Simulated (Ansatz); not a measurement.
**CH₃Al (singlet): the correlation ladder at distance Al1–H3 = 2.911 Å, cc-pVDZ**

The task here is to estimate one member of a computed series from the others.

The runs use Ansatz 0.2.0, Gaussian basis; cc-pVDZ, core rule «outside noble gas», up to 6 orbitals frozen.

The runs, in order: UHF; CCSD(T) on RHF; CCSD(T) on UHF; BCCD(T) on RHF; CISD; CCSDT(Q) on RHF; CCSDT(Q) on UHF; CASSCF and MRCISD+Q, 2 electrons in 2 orbitals; CASSCF and NEVPT2, 2 electrons in 2 orbitals.

23 further runs of the same task are left out: 2 for a known fault of the program, 16 that didn't finish, 5 set aside as unsound or not needed.

### The system

The geometry derives from a PBE0/def2-TZVP stationary point (not a proven minimum). One bond is set to the value named and the two fragments are kept rigid.

5 atoms, charge 0, spin multiplicity 1.

Atoms are counted from 1 here; the program's logs count them from 0.

Bond lengths: Al1–C2 1.845 Å, Al1–H4 1.583 Å, C2–H5 1.084 Å. Angles: C2–Al1–H4 115.2°, Al1–C2–H5 180.0°.

As a file:

| atom | x (Å) | y (Å) | z (Å) |
| --- | --- | --- | --- |
| Al1 | 0.00000 | -0.02884 | 0.55184 |
| C2 | 0.00000 | -0.02884 | -1.29321 |
| H3 | 0.00000 | 2.60579 | 1.78984 |
| H4 | 0.00000 | -1.46131 | 1.22495 |
| H5 | 0.00000 | -0.02884 | -2.37690 |

Set-up of the first run:

File in.yaml:

```yaml
crystal:
  periodic: [false, false, false]
  atoms:
    - {symbol: Al, position_ang: [0.000000, -0.028839, 0.551837]}
    - {symbol: C, position_ang: [0.000000, -0.028839, -1.293210]}
    - {symbol: H, position_ang: [0.000000, 2.605791, 1.789837]}
    - {symbol: H, position_ang: [0.000000, -1.461315, 1.224951]}
    - {symbol: H, position_ang: [0.000000, -0.028839, -2.376899]}
basis:
  gaussian: {orbitals: cc-pVDZ}
magnetization: {spin_polarized: true, initial_magnetization: 0}
hamiltonian: {xc: hf}
output: {orbitals: {seedname: orbitals}}
```

Run with:

```console
$ ansatz run in.yaml --threads 1 --pin off --events-out ev --progress --plain --max-ram 2393MiB
```

Among the steps run: UHF; CCSD(T) on RHF; CCSD(T) on UHF; BCCD(T) on RHF; CISD; CCSDT(Q) on RHF; CCSDT(Q) on UHF; CASSCF and MRCISD+Q, 2 electrons in 2 orbitals; CASSCF and NEVPT2, 2 electrons in 2 orbitals.

One of the session's tables, all rows but one given; the rest of the session is left out.

| method | from RCCSDT(Q) (kJ/mol) |
| --- | --- |
| RHF | +668.2 |
| UHF | +480.7 |
| RMP2 | +197.9 |
| UMP2 | +117.0 |
| CISD | ? |
| RCCSD | +47.1 |
| UCCSD | -5.7 |
| RCCSD(T) | +16.9 |
| UCCSD(T) | -28.0 |
| BCCD(T) | +16.6 |
| RCCSDT | +6.3 |
| UCCSDT | -52.1 |
| RCCSDT(Q) | 0 |
| UCCSDT(Q) | -58.4 |
| CASSCF pair | +533.8 |
| NEVPT2 pair | +134.5 |
| MRCISD pair | +72.1 |
| MRCISD+Q pair | +19.6 |

Estimate the missing values for CISD.

As computed: from RCCSDT(Q) (kJ/mol): +126.1. In the column «from RCCSDT(Q) (kJ/mol)» it lies between UMP2 (+117.0) and NEVPT2 pair (+134.5).

The program flags UCCSD(T), UCCSDT(Q) as in doubt (see the logs), so those rows may rest on another solution; read them beside their warnings.

Limits of these values: The determinant is far from a pure spin state, so its energy mixes those of several spin states (harmless only where they are near-degenerate, as at dissociation). The program flags UCCSD(T), UCCSDT(Q) as in doubt, so those rows may rest on another solution; read them beside their warnings. Warnings: restricted reference is unstable; spin contamination; large T1 diagnostic. Restricted and unrestricted rows rest on different reference determinants; where their highest levels disagree by more than a few hundredths of an eV, they describe different states and don't form one ladder.
